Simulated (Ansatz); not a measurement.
Zinc-blende BeTe was calculated with Hartree–Fock (PAW; Ansatz, a program for electronic structure).

Settings: plane-wave cutoff 520 eV, 8×8×8 k mesh, scalar-relativistic PAW data made under PBE.

Computed at the level's own relaxed cell.

Hill averages of the elastic tensor: K = 57.6 GPa, G = 46.4 GPa. Volume 24.023 Å³/atom, mean atomic mass 68.306 u.

Question: Work out the density, the sound velocities of a polycrystal and the elastic Debye temperature at this level.

Answer: ρ = 1.66054 × 68.306/24.023 = 4.722 g/cm³. v_l = √[(K + 4G/3)/ρ] = 5.030 km/s and v_t = √(G/ρ) = 3.135 km/s. The mean follows from 3/v_m³ = 1/v_l³ + 2/v_t³: v_m = 3.455 km/s. Θ_D = (ħ/k_B) v_m (6π²/V)^(1/3) = 76.38 K Å s/km × 3.455 × 1.3509 Å⁻¹ = 356 K, counting all atoms of the cell.
